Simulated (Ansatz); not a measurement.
# Worked example: correlation energy of AsH⁺, doublet

Geometry: that of the AsH⁺, quartet, kept fixed.

```xyz
2

As    0.0000    0.0000    0.0000
H     0.0000    0.0000    1.6414
```

Basis cc-pVTZ; Ansatz 0.2.0. Correlated methods freeze the noble-gas cores and the filled d shells of p-block atoms, which leaves 5 electrons in 43 orbitals. Prefix R: restricted or restricted open-shell reference. No spin–orbit coupling is included, and no scalar relativity.

Full CI is exact within this basis and frozen core; it isn't the basis-set limit.

Runs differ by some tens of microhartree through their thresholds and, for an open shell, their frozen cores, so steps under 0.03 kcal/mol mean nothing.

| level | total energy (hartree) |
| --- | --- |
| RHF | -2234.458601 |
| RMP2 | -2234.545170 |
| RCCSD | -2234.567350 |
| RCCSD(T) | -2234.570130 |
| RCCSDT | -2234.570740 |
| RCCSDT(Q) | -2234.570806 |
| full CI | -2234.570805 |

Task: What is the correlation energy at full CI, and what share of it do RMP2 and RCCSD(T) recover?

Result: E(corr) = -2234.570805 − (-2234.458601) = -0.112204 hartree = -3.053 eV. RMP2: -0.086569 / -0.112204 = 77.15 %. RCCSD(T): -0.111529 / -0.112204 = 99.40 %.

Task: By how many kcal/mol does RCCSD(T) miss full CI (1 hartree = 627.509 kcal/mol), and which steps make up the rest?

Result: -2234.570130 − (-2234.570805) = 0.000675 hartree = 0.42 kcal/mol. Steps: RCCSDT − RCCSD(T) = -0.38, RCCSDT(Q) − RCCSDT = -0.04, full CI − RCCSDT(Q) = 0.00 kcal/mol. That is within 1 kcal/mol of the reference in this basis, which itself misses far more of the correlation at the basis-set limit.
